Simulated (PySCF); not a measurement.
## Computed data sheet: `CCCC(F)F` (CH3CH2CH2CHF2)

CH3CH2CH2CHF2, C₄H₈F₂.
Z-matrix (Å and degrees, GFN2-xTB geometry), rows numbered from 1:
```
C 
C   1  1.5230
C   2  1.5273  1  111.24
C   3  1.5179  2  111.54  1   179.93
F   4  1.3567  3  111.10  2    63.59
F   4  1.3576  3  110.86  2  -178.90
H   1  1.0866  2  110.41  3   179.57
H   1  1.0875  2  110.59  3   -60.43
H   1  1.0871  2  110.56  3    59.66
H   2  1.0914  1  109.66  3  -120.70
H   2  1.0923  1  109.56  3   121.04
H   3  1.0913  2  110.64  1    59.82
H   3  1.0918  2  110.11  1   -60.04
H   4  1.1015  3  113.65  2   -57.68
```

**GFN2-xTB geometry**

* Point group of the GFN2-xTB geometry: C1
* Rotational constants A, B, C of the GFN2-xTB geometry: 7.933, 1.738, 1.523 GHz

**wB97X-D/def2-SVPD ground state and vertical TDDFT (core frozen in the response) (PySCF)**

- Dipole moment: 2.48 D
- HOMO energy: -11.31 eV
- LUMO energy: 2.36 eV
- HOMO–LUMO gap: 13.67 eV
- Lowest singlet excitation: 9.51 eV (130 nm, f = 0.019)
- Strongest line among the 8 lowest singlet transitions: S6 at 10.38 eV (119 nm, f = 0.093)
- Lowest triplet excitation (Tamm–Dancoff): 9.32 eV
- Static isotropic polarisability: 52.0 au
- Electronic spatial extent ⟨r²⟩ about the centre of nuclear charge: 770 bohr²

delta-SCF UKS SCAN, pcX-2 on the ionised atom, pcseg-1 elsewhere, spin-free X2C (PySCF):

- Core binding energies: C1s 290.8 (C1), C1s 291.0 (C2), C1s 291.2 (C3), C1s 295.5 (C4), F1s 693.0 (F5/F6) eV

Monoisotopic mass from the formula: 94.0594 u.

A dipole of 2.48 D is allowed in C1, and pure rotational transitions are dipole-allowed. With B = h/(8π²I), that is 505.379 GHz u Å² over I, the principal moments of inertia are 63.7, 290.8 and 331.9 u Å² (most abundant isotopes). The dipole matches unit charges of opposite sign 0.52 Å apart (1 e·Å = 4.8032 D). No computed singlet falls in the visible range (750 to 380 nm, 1.65 to 3.26 eV); S1 lies 6.25 eV above its blue end. S1 lies 4.16 eV below the HOMO–LUMO gap; its leading configuration is HOMO→LUMO, weight 0.66. The principal polarisabilities are 47.4, 49.6 and 58.9 au; their mean is the isotropic value. The vertical singlet–triplet gap S1 − T1 is 0.19 eV (TDDFT singlet less Tamm–Dancoff triplet; S1: HOMO→LUMO, weight 0.66; T1: HOMO→LUMO, weight 0.56, beside HOMO→LUMO+1, weight 0.31). In wavenumbers S1 is 76700 cm⁻¹ (1 eV = 8065.54 cm⁻¹).

Isolated species at its GFN2-xTB geometry (one conformer only).
